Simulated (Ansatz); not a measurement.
# AlH3Cl− (SMILES [AlH3-][Cl]) at 6 levels

Wanted: a comparison of 6 runs (B3LYP/STO-3G, BHLYP/STO-3G, BLYP/STO-3G, UB3LYP/STO-3G, RPA@PBE/STO-3G, CCSDT(Q)/STO-3G) of AlH3Cl−. 

Program for the calculation: Ansatz 0.2.0.

5 further runs of the same task are left out: 3 that didn't finish, 2 set aside as unsound or not needed.

## 1. The structure to begin with

AlH3Cl− has 5 atoms, charge -1, and is taken as a singlet. As SMILES, `[AlH3-][Cl]`. The H5–Al1 distance was set to 3.217 Å, away from the relaxed value. At this shape a bond of the SMILES string is far longer than usual.

Bond lengths: Al1–Cl2 2.098 Å, Al1–H3 1.609 Å, Al1–H4 1.608 Å. Angles: Cl2–Al1–H3 107.0°, Cl2–Al1–H4 107.0°, H3–Al1–H4 111.8°.

## 2. The energy at B3LYP/STO-3G (run 1)

Contents of molecule.yaml:

```yaml
basis:
  gaussian:
    orbitals: STO-3G
crystal:
  periodic: [false, false, false]
  atoms:
    - {symbol: Al, position_ang: [-1.169344, 0.368661, -0.985733]}
    - {symbol: Cl, position_ang: [-2.841224, 0.366991, 0.281017]}
    - {symbol: H, position_ang: [-1.052414, 1.847591, -1.607423]}
    - {symbol: H, position_ang: [-1.438694, -0.737309, -2.121533]}
    - {symbol: H, position_ang: [1.387660, -0.369540, 0.820730]}
total_charge: -1
hamiltonian:
  xc: {name: B3LYP}
accuracy: high
```

Launch:

```console
ansatz run molecule.yaml --threads 1 --pin off --max-ram 2610MiB --events-out events.jsonl --progress --plain --runs-dir runs
```

What it wrote:

```text
Warning: RAYON_NUM_THREADS=1 ignored (pool sized by the plan → 1); use --threads N
Functional definition: B3LYP
  name "B3LYP"
  parameter a0 = 0.2
  parameter ax = 0.72
  parameter ac = 0.81
  exchange = (1 - a0 - ax)*slater_x + ax*b88_x + a0*exact_x
  correlation = (1 - ac)*vwn_rpa_c + ac*lyp_c
361 factors; integrals over basis functions are off by at most 6.1e-9 eV
mean field evaluation 1: about -18941.9985 eV, gradient 2.6e1 eV
mean field evaluation 2: about -18924.3674 eV, gradient 3.3e1 eV
mean field evaluation 4: about -18947.0581 eV, gradient 1.2e0 eV
mean field evaluation 8: about -18947.0577 eV, gradient 1.2e0 eV
mean field -18947.03694734 eV, -696.2907650517 hartree, gradient 1.5e-8 eV, S^2 0.000000; 0 other end points of the search recorded, 0 dependent functions left out
reference -18947.03697870 eV, -696.2907662044 hartree; 17, 17 occupied and 4, 4 virtual orbitals, 361 factors
Total energy: -18947.03697870 eV, -696.2907662044 hartree
```

It took 2.3 s on 1 thread of Intel Xeon Platinum 8259CL at 2.50GHz (Skylake/Cascade Lake), shared host; peak memory 0.11 GiB.

## 3. The energy at BHLYP/STO-3G (run 2)

Contents of molecule.yaml:

```yaml
basis:
  gaussian:
    orbitals: STO-3G
crystal:
  periodic: [false, false, false]
  atoms:
    - symbol: Al
      position_ang: [-1.169344, 0.368661, -0.985733]
    - symbol: Cl
      position_ang: [-2.841224, 0.366991, 0.281017]
    - symbol: H
      position_ang: [-1.052414, 1.847591, -1.607423]
    - symbol: H
      position_ang: [-1.438694, -0.737309, -2.121533]
    - symbol: H
      position_ang: [1.387660, -0.369540, 0.820730]
total_charge: -1
hamiltonian:
  xc: {name: BHLYP}
accuracy: high
```

Launch:

```console
ansatz run molecule.yaml --threads 1 --pin off --max-ram 2610MiB --events-out events.jsonl --progress --plain --runs-dir runs
```

What it wrote:

```text
Warning: RAYON_NUM_THREADS=1 ignored (pool sized by the plan → 1); use --threads N
Functional definition: BHLYP
  name "BHLYP"
  parameter a = 0.5
  exchange = (1 - a)*b88_x + a*exact_x
  correlation = lyp_c
361 factors; integrals over basis functions are off by at most 6.1e-9 eV
mean field evaluation 1: about -18942.9988 eV, gradient 2.1e1 eV
mean field evaluation 2: about -18928.2144 eV, gradient 3.0e1 eV
mean field evaluation 4: about -18946.4952 eV, gradient 4.0e0 eV
mean field evaluation 8: about -18946.6435 eV, gradient 8.9e-1 eV
mean field evaluation 16: about -18946.6328 eV, gradient 2.3e-6 eV
mean field -18946.63279291 eV, -696.2759126504 hartree, gradient 2.9e-8 eV, S^2 0.000000; 0 other end points of the search recorded, 0 dependent functions left out
reference -18946.63281455 eV, -696.2759134458 hartree; 17, 17 occupied and 4, 4 virtual orbitals, 361 factors
Total energy: -18946.63281455 eV, -696.2759134458 hartree
```

Wall time 1.8 s (1 thread of Intel Xeon Platinum 8259CL at 2.50GHz (Skylake/Cascade Lake), shared host); peak memory 0.12 GiB.

Runs 3 to 5 aren't shown in full; the table further down has their settings and results.

## 4. A single-point energy at CCSDT(Q)/STO-3G (run 6)

Contents of molecule.yaml:

```yaml
crystal:
  periodic: [false, false, false]
  atoms:
    - {symbol: Al, position_ang: [-1.169344, 0.368661, -0.985733]}
    - {symbol: Cl, position_ang: [-2.841224, 0.366991, 0.281017]}
    - {symbol: H, position_ang: [-1.052414, 1.847591, -1.607423]}
    - {symbol: H, position_ang: [-1.438694, -0.737309, -2.121533]}
    - {symbol: H, position_ang: [1.387660, -0.369540, 0.820730]}
basis:
  gaussian: {orbitals: STO-3G}
correlation: {method: ccsdt_q, frozen_orbitals: {Al: 5, Cl: 5, H: 0}}
scf: {omitted_lower_state_checks: [cluster_reference, increment]}
accuracy: high
total_charge: -1
```

Launch:

```console
ansatz run molecule.yaml --threads 1 --pin off --max-ram 2610MiB --events-out events.jsonl --progress --plain --runs-dir runs
```

What it wrote (excerpt; [...] marks lines left out):

```text
Warning: RAYON_NUM_THREADS=1 ignored (pool sized by the plan → 1); use --threads N
Functional definition: HF
  name "HF"
[...]
361 factors; integrals over basis functions are off by at most 6.1e-9 eV
[...]
mean field -18913.28213738 eV, -695.0502986656 hartree, gradient 7.2e-8 eV, S^2 0.000000; 0 other end points of the search recorded, 0 dependent functions left out; unrestricted orbitals would lower it
10 core orbitals not correlated: weight in the atoms' cores, before any rotation towards them, 0.999 or more for the frozen orbitals, at most 0.000 for the correlated occupied ones
reference -18913.28213738 eV, -695.0502986656 hartree; 7, 7 occupied and 4, 4 virtual orbitals, 361 factors
second order -1.68637443 eV of doubles, -0.00000000 eV of singles
cycle   1  -1.75453681 eV  change   -3.6e-1 eV  update   1.5e-1
[...]
cycle  26  -2.87571131 eV  change  -2.7e-10 eV  update  4.2e-10
perturbative correction 0.02340988 eV, 0.0008602971 hartree
WARN: these amplitudes may be one of several solutions (largest doubles amplitude 0.61, level shift 2.62 eV)
Total energy: -18916.13443881 eV, -695.1551188100 hartree
Checks for a lower state left out: cluster_reference, increment
```

Wall time 0.59 s (1 thread of Intel Xeon Platinum 8259CL at 2.50GHz (Skylake/Cascade Lake), shared host).

## 5. The series

```
run            level  frozen core orbitals  energy (Eh)  wall time
  1     B3LYP/STO-3G                     –  -696.290766      2.3 s
  2     BHLYP/STO-3G                     –  -696.275913      1.8 s
  3      BLYP/STO-3G                     –  -696.206143      1.8 s
  4    UB3LYP/STO-3G                     –  -696.301200      7.2 s
  5   RPA@PBE/STO-3G                    10  -695.201695      3.3 s
  6  CCSDT(Q)/STO-3G                    10  -695.155119     0.59 s
```

## 6. Results

```
                                           quantity          value
                                run 6: total energy  -695.15512 Eh
run 6: correlation energy (10 core orbitals frozen)     -104.8 mEh
                               run 6: T1 diagnostic          0.100
```

What this shows: Totals of different functionals can't be ranked against each other. In runs 5, 6 the log says that unrestricted orbitals would lower the reference, so the values rest on an unstable closed-shell determinant (other closed-shell runs at this shape may share the fault). In runs 1, 2, 3, 4, 5, 6 the basis is minimal, so the values are rough. Spin contamination of the reference: run 4 ⟨S²⟩ = 0.48. All runs together took 17 s, the longest 7.2 s.
